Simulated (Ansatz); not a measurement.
in.yaml

```yaml
crystal:
  periodic: [false, false, false]
  atoms:
    - {symbol: B, position_ang: [0.000000, 0.022191, 0.896305]}
    - {symbol: N, position_ang: [0.000000, -0.175178, -0.555397]}
    - {symbol: H, position_ang: [0.000000, 2.196311, -1.895627]}
basis:
  gaussian: {orbitals: aug-cc-pVDZ}
magnetization: {spin_polarized: true, initial_magnetization: 3}
correlation: {method: bccd_t, electrons: outside_noble_gas}
scf: {omitted_lower_state_checks: [cluster_reference]}
```

```sh
$ ansatz run in.yaml --threads 1 --pin off --events-out ev --progress --plain --max-ram 2393MiB
```

Log:

```
these checks for a lower state are left out or cut short: cluster_reference
543 factors; integrals over basis functions are off by at most 7.1e-4 eV
mean field evaluation 1: about -2160.2563 eV, gradient 1.5e1 eV
mean field evaluation 2: about -2160.2569 eV, gradient 1.5e1 eV
mean field evaluation 4: about -2162.3241 eV, gradient 3.2e0 eV
mean field evaluation 8: about -2162.5902 eV, gradient 3.4e-1 eV
mean field evaluation 16: about -2162.6022 eV, gradient 1.2e-1 eV
mean field evaluation 32: about -2162.6073 eV, gradient 1.6e-1 eV
mean field evaluation 64: about -2160.6090 eV, gradient 1.1e1 eV
mean field evaluation 96: about -2162.6424 eV, gradient 5.1e-2 eV
mean field evaluation 128: about -2163.0010 eV, gradient 5.2e-2 eV
mean field evaluation 160: about -2162.6201 eV, gradient 1.6e-1 eV
...
cycle  26  -5.55226935 eV  change   -4.2e-3 eV  update   8.6e-4
cycle  27  -5.54822990 eV  change    4.0e-3 eV  update   4.8e-4
cycle  28  -5.55096208 eV  change   -2.7e-3 eV  update   4.2e-4
cycle  29  -5.55009929 eV  change    8.6e-4 eV  update   2.1e-4
cycle  30  -5.55018865 eV  change   -8.9e-5 eV  update   1.1e-4
cycle  31  -5.55012366 eV  change    6.5e-5 eV  update   7.0e-5
cycle  32  -5.55024964 eV  change   -1.3e-4 eV  update   4.7e-5
cycle  33  -5.55030148 eV  change   -5.2e-5 eV  update   2.2e-5
cycle  34  -5.55023284 eV  change    6.9e-5 eV  update   1.2e-5
cycle  35  -5.55024393 eV  change   -1.1e-5 eV  update   7.4e-6
perturbative correction -0.39098145 eV, -0.0143683032 hartree
Total energy: -2168.94369361 eV, -79.7072105773 hartree
Checks for a lower state left out: cluster_reference
```

Ran on 1 thread of Arm Neoverse V1, shared host: 6 s wall, 0.21 GiB peak host memory.
